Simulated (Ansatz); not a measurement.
A structure relaxed at PBE0-D4/def2-TZVP, charge 0, multiplicity 2:

```xyz
7

N    -0.512   -0.238    1.120
B     0.592   -0.141    0.269
N     0.598    0.218   -1.081
H    -0.426   -0.504    2.083
H    -1.464   -0.052    0.838
H    -0.230    0.455   -1.609
H     1.442    0.262   -1.621
```

Q: Give its formula and SMILES.

A: BH4N2, `N[B]N`.

Q: Point group (tolerance 0.08 Å, 0.16 Å for H)?

A: C2v.

Q: Summarise the bond lengths by kind.

A: 2 × B–N 1.398 Å; 4 × H–N 1.003 to 1.010 Å.

Program: Ansatz 0.2.0.
